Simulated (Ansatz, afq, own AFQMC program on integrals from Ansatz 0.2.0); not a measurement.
# SiH2O, triplet in cc-pVDZ, levels against CCSDT(Q)

```yaml
atoms:
  - { symbol: Si, position_ang: [0.0000, 0.0000, 0.4434] }
  - { symbol: O, position_ang: [0.0000, 0.0000, -0.9116] }
  - { symbol: H, position_ang: [0.0000, 1.3319, 1.0567] }
  - { symbol: H, position_ang: [0.0000, -1.3319, 1.0567] }
```

Connectivity, by distances: SiH2–O.

Basis cc-pVDZ. Noble-gas cores (and the filled d shells of Ga–Kr and In–Xe) are frozen. Integrals, coupled cluster, full CI and functionals: Ansatz 0.2.0; the random walks run on the same integrals in our own AFQMC program. The CISD trial takes its coefficients from CCSD amplitudes. Released means that phaseless walkers are propagated on without the constraint, phases kept. Error bars are statistical, one sigma.

Determinant: UHF, the one that the program's search chose, which needn't be the lowest solution. The geometry is a point of a scan.

No full CI on the walks' own integrals is used here; CCSDT(Q) serves as the reference and is uncertain by about the last step of the cluster series.

Cautions: lower spins were not checked.

* T1 diagnostic: 0.0369
* weight of the determinant in the CISD state: 0.872
* ⟨S²⟩ of the determinant: 2.018
* size of the correlated space: 12 electrons in 36 orbitals

Reference: CCSDT(Q), correlation energy -7.265 eV. The released energy is read at 1.62 1/Eh, later times being too noisy (meV from the phaseless value at times in 1/Eh: 5 ± 14 at 0.24, -6 ± 14 at 0.51, -16 ± 16 at 0.99, -17 ± 18 at 1.62, -8 ± 31 at 2.40).

```json
{"level": "HF", "E − E(reference) (kJ/mol)": "700.9", "share of correlation (%)": "0.00"}
{"level": "MP2", "E − E(reference) (kJ/mol)": "113.4", "share of correlation (%)": "83.82"}
{"level": "CCSD", "E − E(reference) (kJ/mol)": "20.2", "share of correlation (%)": "97.11"}
{"level": "CCSD(T)", "E − E(reference) (kJ/mol)": "4.8", "share of correlation (%)": "99.31"}
{"level": "CCSDT", "E − E(reference) (kJ/mol)": "1.4", "share of correlation (%)": "99.81"}
{"level": "ph-AFQMC/HF", "E − E(reference) (kJ/mol)": "1.6 ± 5.5", "share of correlation (%)": "99.78"}
{"level": "ph-AFQMC/CISD", "E − E(reference) (kJ/mol)": "0.6 ± 1.5", "share of correlation (%)": "99.91"}
{"level": "released AFQMC", "E − E(reference) (kJ/mol)": "-1.0 ± 1.8", "share of correlation (%)": "100.15"}
```

A walk keeps the symmetry of its determinant, which the program's search chose and which needn't be the lowest solution, so a lower state of the same spin and another symmetry isn't excluded. Released energies are given only where the last usable release times agree within the noise; a slower fall can still hide under it.
